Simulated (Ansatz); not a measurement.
Worked example: correlation energy of SiH4, singlet

All five atoms lie in one plane.

Geometry: that of the SiH4, triplet, kept fixed.

```xyz
5

Si    0.0000    0.0000    0.0000
H    -0.0115    1.0851    1.0776
H    -0.0165   -1.0776    1.0850
H     0.0165    1.0776   -1.0850
H     0.0115   -1.0851   -1.0776
```

Basis cc-pVDZ; Ansatz 0.2.0. Correlated methods freeze the noble-gas cores, which leaves 8 electrons in 33 orbitals. Prefix R: restricted or restricted open-shell reference.

Full CI is exact within this basis and frozen core; it isn't the basis-set limit.

Runs differ by some tens of microhartree through their thresholds, so steps under 0.03 kcal/mol mean nothing.

```tsv
level	total energy (hartree)
RHF	-291.092139
RMP2	-291.207293
RCCSD	-291.239728
RCCSD(T)	-291.241995
RCCSDT	-291.242653
RCCSDT(Q)	-291.242709
RCCSDTQ	-291.242721
full CI	-291.242719
```

**Question.** What is the correlation energy at full CI, and what share of it do RMP2 and RCCSD(T) recover?

**Answer.** E(corr) = -291.242719 − (-291.092139) = -0.150580 hartree = -4.097 eV. RMP2: -0.115154 / -0.150580 = 76.47 %. RCCSD(T): -0.149856 / -0.150580 = 99.52 %.

**Question.** By how many kcal/mol does RCCSD(T) miss full CI (1 hartree = 627.509 kcal/mol), and which steps make up the rest?

**Answer.** -291.241995 − (-291.242719) = 0.000724 hartree = 0.45 kcal/mol. Steps: RCCSDT − RCCSD(T) = -0.41, RCCSDT(Q) − RCCSDT = -0.04, RCCSDTQ − RCCSDT(Q) = -0.01, full CI − RCCSDTQ = 0.00 kcal/mol. That is within 1 kcal/mol of the reference in this basis, which itself misses far more of the correlation at the basis-set limit.
